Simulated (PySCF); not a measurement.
Species: silane, SiH4.
Z-matrix (Å and degrees, GFN2-xTB geometry), rows numbered from 1:
```
Si
H   1  1.4607
H   1  1.4607  2  109.44
H   1  1.4607  2  109.51  3   119.96
H   1  1.4607  2  109.44  3  -120.04
```

Method used: PBE0/pcSseg-1 in PySCF (dipole) on a GFN2-xTB geometry, gas phase.

Take the most abundant isotopes and a rigid rotor. 

Q: Give the principal moments of inertia and the rotational constants in cm⁻¹.

A: Ia = 5.73, Ib = 5.73, Ic = 5.74 u·Å²; 505379 MHz·u·Å²/I gives 88172, 88149 and 88077 MHz, that is A = 2.94109, B = 2.94033, C = 2.93793 cm⁻¹.

Q: Classify the top.

A: A spherical top, as the point group Td requires three equal moments; the computed ones differ by 0.11 % because the geometry is symmetric only within the optimiser's tolerance.

The point group Td allows no dipole (computed: 0.00 D), so a rigid rotor has no electric-dipole lines.

Q: Estimate the classical rotational partition function at 50 K and 298.15 K.

A: Point group Td, symmetry number σ = 12; q = (√π/σ)·√((kT/h)³/(ABC)), k/h = 20836.6 MHz/K: 6.0 at 50 K, 87.4 at 298.15 K.

Stationary, but not proved a minimum. These are rigid-rotor constants of the computed structure; measured ground-state constants (B0) also hold zero-point vibration.
